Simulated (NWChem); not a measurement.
# Si2NH6 (SMILES [SiH3][N][SiH3]): U-revPBE-D3(0)/jorge-DZP-DKH (sfX2C)

What is the energy change on altering one bond length of Si2NH6 at U-revPBE-D3(0)/jorge-DZP-DKH (sfX2C)? 

The calculation is run with NWChem 7.3.0.

## Step 1: Starting point

Si2NH6: 9 atoms, total charge 0, spin state doublet. SMILES: `[SiH3][N][SiH3]`. The coordinates come from a PBE0-D4/def2-TZVP relaxation.

Bond lengths: Si1–N2 1.720 Å, N2–Si3 1.720 Å, Si1–H4 1.490 Å, Si1–H5 1.490 Å, Si1–H6 1.486 Å, Si3–H7 1.490 Å, Si3–H8 1.490 Å, Si3–H9 1.486 Å. Some angles: Si1–N2–Si3 137.8°, N2–Si1–H4 115.3°, N2–Si1–H5 105.5°, N2–Si1–H6 108.5°, N2–Si3–H7 105.6°, N2–Si3–H8 115.3°, N2–Si3–H9 108.4°, H4–Si1–H5 109.0°, H4–Si1–H6 108.9°, H5–Si1–H6 109.5°.

## Step 2: The charge distribution at U-revPBE-D3(0)/jorge-DZP-DKH (sfX2C)

calc.nw reads:

```
echo
start calc
title "H6NSi2"
memory 2200 mb

geometry noautosym nocenter noautoz
 Si   -0.774000    1.094500   -0.884000
 N     0.224400    0.477800    0.374000
 Si    0.765200   -1.055200    0.937300
 H    -1.664400    0.094300   -1.538200
 H     0.163300    1.647100   -1.901700
 H    -1.607900    2.192700   -0.329500
 H     2.187500   -1.161100    0.507000
 H     0.011800   -2.229300    0.412900
 H     0.694200   -1.060900    2.422000
end

basis spherical bse
 * library jorge-DZP-DKH
end

relativistic
 x2c on
end

dft
 xc revpbe cpbe96
 mult 2
 disp vdw 3
 grid medium
 convergence energy 1e-08
 iterations 200
 mulliken
 print low
end

property
 efieldgrad
 efield
end

task dft property
```

Command:

```bash
$ nwchem calc.nw > calc.out
```

What it wrote:

```text
============================== echo of input deck ==============================
echo
start calc
title "H6NSi2"
memory 2200 mb

geometry noautosym nocenter noautoz
 Si   -0.774000    1.094500   -0.884000
 N     0.224400    0.477800    0.374000
 Si    0.765200   -1.055200    0.937300
[... 5 lines of this table left out ...]
 H     0.694200   -1.060900    2.422000
end

basis spherical bse
 * library jorge-DZP-DKH
end

relativistic
 x2c on
end

dft
 xc revpbe cpbe96
 mult 2
 disp vdw 3
 grid medium
 convergence energy 1e-08
 iterations 200
 mulliken
 print low
end

property
 efieldgrad
 efield
end

task dft property
================================================================================

             Northwest Computational Chemistry Package (NWChem) 7.3.0
             --------------------------------------------------------

           Job information
           ---------------

    nwchem branch   = 7.3.0
    use scalapack   = T
    input           = calc.nw
    prefix          = calc.
    data base       = ./calc.db
    status          = startup
    nproc           =        1

           Memory information
           ------------------

    heap     =     72089600 doubles =      550.0 Mbytes
    stack    =     72089597 doubles =      550.0 Mbytes
    global   =    144179200 doubles =     1100.0 Mbytes (distinct from heap & stack)
    total    =    288358397 doubles =     2200.0 Mbytes
    verify   = yes
    hardfail = no

           Directory information
           ---------------------

  0 permanent = .
  0 scratch   = .

                                NWChem Input Module
                                -------------------

                                      H6NSi2
                                      ------

 Scaling coordinates for geometry "geometry" by  1.889725989
 (inverse scale =  0.529177249)

                             Geometry "geometry" -> ""
                             -------------------------

 Output coordinates in angstroms (scale by  1.889725989 to convert to a.u.)

  No.       Tag          Charge          X              Y              Z
 ---- ---------------- ---------- -------------- -------------- --------------
    1 Si                  14.0000    -0.77400000     1.09450000    -0.88400000
    2 N                    7.0000     0.22440000     0.47780000     0.37400000
    3 Si                  14.0000     0.76520000    -1.05520000     0.93730000
[... 5 lines of this table left out ...]
    9 H                    1.0000     0.69420000    -1.06090000     2.42200000

      Atomic Mass
      -----------

      Si                27.976930
      N                 14.003070
      H                  1.007825

 Effective nuclear repulsion energy (a.u.)     144.5781402193

            Nuclear Dipole moment (a.u.)
            ----------------------------
        X                 Y               Z
 ---------------- ---------------- ----------------
     2.3283313905     6.3827384990     5.5495583107

            XYZ format geometry
            -------------------
     9
 geometry
 Si                   -0.77400000     1.09450000    -0.88400000
 N                     0.22440000     0.47780000     0.37400000
 Si                    0.76520000    -1.05520000     0.93730000
[... 5 lines of this table left out ...]
 H                     0.69420000    -1.06090000     2.42200000

 ==============================================================================
                                internuclear distances
 ------------------------------------------------------------------------------
       center one      |      center two      | atomic units |  angstroms
 ------------------------------------------------------------------------------
    2 N                |   1 Si               |     3.25103  |     1.72037
    3 Si               |   2 N                |     3.25113  |     1.72042
    4 H                |   1 Si               |     2.81638  |     1.49037
[... 4 lines of this table left out ...]
    9 H                |   3 Si               |     2.80890  |     1.48641
 ------------------------------------------------------------------------------
                         number of included internuclear distances:          8
 ==============================================================================

[... 35 lines left out ...]
  convergence criterion.
[... 39 lines left out ...]
 x2c_1e_scalar: 1e energy :   -0.1165161E+04
[... 39 lines left out ...]
   convergence    iter        energy       DeltaE   RMS-Dens  Diis-err    time
[... 13 lines left out ...]
         Total DFT energy =     -638.407613494331
      One electron energy =    -1169.635583193054
           Coulomb energy =      437.629621781420
    Exchange-Corr. energy =      -50.973240564358
 Nuclear repulsion energy =      144.578140219333
[... 120 lines left out ...]
        0.770047       0.420850       0.479492
        0.011768       0.742073      -0.670216
       -0.637878       0.521741       0.566478

 ------------------------------------------------------------
   Atom      X         Y         Z
 ------------------------------------------------------------
    3 Si   1.44602  -1.99404   1.77124
 ------------------------------------------------------------

 Electric field gradient in molecular frame (a.u.)
         XX             YY             ZZ             XY             XZ             YZ
 ------------------------------------------------------------------------------------------
        0.012790      -0.103034       0.090245       0.122680      -0.028986       0.068532

 Principal components (a.u.) and orientation
 of principal axis w.r.t. absolute frame                      Asymmetry parameter eta
 --------------------------------------------------------------------------------------
       -0.199418       0.114656       0.084762                       0.149908

       -0.510081       0.256462       0.821002
        0.824186       0.418773       0.381244
       -0.246039       0.871124      -0.424980

 ------------------------------------------------------------
   Atom      X         Y         Z
 ------------------------------------------------------------
    4 H   -3.14526   0.17820  -2.90678
 ------------------------------------------------------------

 Electric field gradient in molecular frame (a.u.)
         XX             YY             ZZ             XY             XZ             YZ
 ------------------------------------------------------------------------------------------
       -0.005288      -0.028693       0.033981      -0.096951      -0.065240      -0.071078

 Principal components (a.u.) and orientation
 of principal axis w.r.t. absolute frame                      Asymmetry parameter eta
 --------------------------------------------------------------------------------------
       -0.162104       0.082596       0.079509                       0.019045

        0.597512      -0.688573       0.410910
        0.669406       0.146222      -0.728365
        0.441448       0.710272       0.548304

 ------------------------------------------------------------
   Atom      X         Y         Z
 ------------------------------------------------------------
    5 H    0.30859   3.11257  -3.59369
 ------------------------------------------------------------

 Electric field gradient in molecular frame (a.u.)
         XX             YY             ZZ             XY             XZ             YZ
 ------------------------------------------------------------------------------------------
       -0.015810       0.049147      -0.033337      -0.057123       0.105347       0.063069

 Principal components (a.u.) and orientation
 of principal axis w.r.t. absolute frame                      Asymmetry parameter eta
 --------------------------------------------------------------------------------------
       -0.164219       0.083265       0.080953                       0.014081

       -0.628238      -0.032384       0.777347
       -0.370433       0.891068      -0.262256
        0.684176       0.452714       0.571799

 ------------------------------------------------------------
   Atom      X         Y         Z
 ------------------------------------------------------------
    6 H   -3.03849   4.14360  -0.62266
 ------------------------------------------------------------

 Electric field gradient in molecular frame (a.u.)
         XX             YY             ZZ             XY             XZ             YZ
 ------------------------------------------------------------------------------------------
        0.004536      -0.052780       0.048243       0.103964       0.050719      -0.068070

 Principal components (a.u.) and orientation
 of principal axis w.r.t. absolute frame                      Asymmetry parameter eta
 --------------------------------------------------------------------------------------
       -0.165649       0.084047       0.081602                       0.014760

       -0.562130       0.659393       0.499211
        0.740234       0.670343      -0.051906
        0.368869      -0.340355       0.864924

 ------------------------------------------------------------
   Atom      X         Y         Z
 ------------------------------------------------------------
    7 H    4.13378  -2.19416   0.95809
 ------------------------------------------------------------

 Electric field gradient in molecular frame (a.u.)
         XX             YY             ZZ             XY             XZ             YZ
 ------------------------------------------------------------------------------------------
       -0.142285       0.080059       0.062225       0.017266       0.068234      -0.004333

 Principal components (a.u.) and orientation
 of principal axis w.r.t. absolute frame                      Asymmetry parameter eta
 --------------------------------------------------------------------------------------
       -0.164254       0.083283       0.080971                       0.014071

        0.954578       0.292979      -0.054259
       -0.072585       0.405269       0.911311
       -0.288984       0.865980      -0.408127

 ------------------------------------------------------------
   Atom      X         Y         Z
 ------------------------------------------------------------
    8 H    0.02230  -4.21277   0.78027
 ------------------------------------------------------------

 Electric field gradient in molecular frame (a.u.)
         XX             YY             ZZ             XY             XZ             YZ
 ------------------------------------------------------------------------------------------
        0.019753      -0.071091       0.051338      -0.096203      -0.044234      -0.066791

 Principal components (a.u.) and orientation
 of principal axis w.r.t. absolute frame                      Asymmetry parameter eta
 --------------------------------------------------------------------------------------
       -0.162111       0.082601       0.079510                       0.019067

        0.503124      -0.674307       0.540533
        0.789577       0.104390      -0.604707
        0.351332       0.731035       0.584939

 ------------------------------------------------------------
   Atom      X         Y         Z
 ------------------------------------------------------------
    9 H    1.31185  -2.00481   4.57692
 ------------------------------------------------------------

 Electric field gradient in molecular frame (a.u.)
         XX             YY             ZZ             XY             XZ             YZ
 ------------------------------------------------------------------------------------------
        0.083355       0.081694      -0.165049       0.000484       0.011280       0.001874

 Principal components (a.u.) and orientation
 of principal axis w.r.t. absolute frame                      Asymmetry parameter eta
 --------------------------------------------------------------------------------------
       -0.165574       0.084007       0.081568                       0.014729

       -0.045253       0.969719      -0.239993
       -0.007482       0.239903       0.970768
        0.998948       0.045725      -0.003601

 Task  times  cpu:      160.7s     wall:      160.7s
 Total times  cpu:      160.7s     wall:      160.7s
```

Wall time 2.7 min (1 thread of Intel Xeon 6975P-C (Granite Rapids), shared host); peak memory 0.13 GiB.

Atomic charges (e):

```csv
atom,Mulliken,Löwdin
Si1,+0.360,+0.250
N2,-0.330,-0.220
Si3,+0.360,+0.250
H4,-0.080,-0.070
H5,-0.050,-0.030
H6,-0.060,-0.040
H7,-0.050,-0.030
H8,-0.080,-0.070
H9,-0.060,-0.040
```

[end of part 1 of 2]
